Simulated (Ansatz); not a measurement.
Ideal-gas functions of `N[Si]O` at 800 K and 1 bar, from an Ansatz frequency run at PBE0-D4/def2-TZVP.

Molar mass 61.12 g/mol, point group Cs (symmetry number 1), electronic degeneracy 1, moments of inertia 20.426, 60.303, 80.729 u Å². Harmonic wavenumbers (cm⁻¹, unscaled): 319, 349, 468, 498, 694, 773, 851, 900, 1579, 3561, 3673, 3861.

Use S(trans) = R[1.5 ln M + 2.5 ln T − 1.1517]; rotational temperatures θ = 24.2544 K / I; S(rot) = R[ln(√π/σ · √(T³/θAθBθC)) + 1.5]; for each mode x = 1.438777 ν̃/T, S = R[x/(eˣ − 1) − ln(1 − e⁻ˣ)] and H = RT x/(eˣ − 1); 1 cm⁻¹ = 0.0119627 kJ/mol; R = 8.31446 J/(mol·K).

Question: By hand: the entropy, in J/(mol·K).

Answer: Translation 180.7. Rotation: θ = 1.1874, 0.4022, 0.3004 K, giving 108.7. Vibration, mode by mode: 13.05, 12.32, 9.99, 9.50, 6.99, 6.21, 5.54, 5.16, 1.97, 0.10, 0.09, 0.06, in all 71.0. Electronic 0.0. Sum 360.4 J/(mol·K).

Question: By hand: H − E and G − E in kJ/mol, counted from the electronic energy.

Answer: Zero-point energy ½ × 17526 × 0.0119627 = 104.8; thermal vibration 31.3; translation, rotation and pV give 4 RT = 26.6. H − E = 162.7 kJ/mol, and G − E = 162.7 − 800 × 360.4/1000 = -125.6 kJ/mol.

Vibration gives 20 % of the entropy. The sum counts one conformer and one mirror image; others add a mixing term.
